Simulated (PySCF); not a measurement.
Dissociation curve of BeH, doublet.

Level of theory: CCSD(T) on UHF/6-31G in PySCF 2.14.0.

**Question.** Relative to R = 1.39 Å, what are the energies at R = 1.21, 3.34, 3.68, 4.11 Å?

**Answer.** 0.235 eV at 1.21 Å, 1.555 eV at 3.34 Å, 1.549 eV at 3.68 Å, 1.546 eV at 4.11 Å.

The unrestricted determinant behind UCCSD(T) is spin-contaminated at 2.04 to 5.45 Å (<S²> up to 1.0, against 0.75 for a pure doublet).
